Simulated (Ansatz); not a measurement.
Basis-set extrapolation for C2H6OS, SMILES `CSCO` (PBE0-D4/def2-TZVP geometry, frozen core, Ansatz 0.2.0). Multiplicity 1, RHF reference.

|  | def2-TZVPP | def2-QZVPP |
| --- | --- | --- |
| HF | -551.687274 | -551.706177 |
| MP2 correlation | -0.771293 | -0.829646 |
| CCSD(T) correlation | -0.844044 | not run |

Energies in hartree. Use E(X) = E(∞) + A·exp(−7.88·√X) for Hartree–Fock and E(X) = E(∞) + B·X^(−2.97) for correlation, with X = 3 and 4, and add CCSD(T) minus MP2 of the smaller set to the MP2 limit.

**Question.** What is the CCSD(T) energy at the basis-set limit?

**Answer.** HF limit: -551.706177 + (-0.018903) × 0.13774 = -551.70878. MP2 limit: -0.829646 + (-0.058353) × 0.74074 = -0.87287. Higher-order term: -0.844044 − (-0.771293) = -0.07275. Total: -552.65440 hartree, 323.2 kJ/mol below CCSD(T)/def2-TZVPP.
